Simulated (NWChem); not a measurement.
# acetic acid (C2H4O2); SMILES O=C(O)C

```xyz
8

C     -0.0342     1.3883     0.0000
C      0.1062    -0.1045     0.0000
O     -1.0893    -0.7160     0.0000
O      1.1418    -0.7142     0.0000
H      0.9582     1.8512     0.0000
H     -0.6027     1.7099    -0.8848
H     -0.6027     1.7099     0.8848
H     -0.9060    -1.6682     0.0000
```
Atoms are numbered in this order, from 1.

Program: NWChem. The geometry was optimised at PBE0/def2-SVP. Level: PBE/def2-SVP with SMD (1 M gas to 1 M solution), gas-phase geometry.

Estimate the computed values for solvent ethyl acetate. Quantities: solvation free energy (kcal/mol); cavity-dispersion-structure term (kcal/mol); dipole in solution (D).


```
Property                                     Result
-------------------------------------------  ------
solvation free energy (kcal/mol)               -5.0
cavity-dispersion-structure term (kcal/mol)    -1.8
dipole in solution (D)                         1.84
```
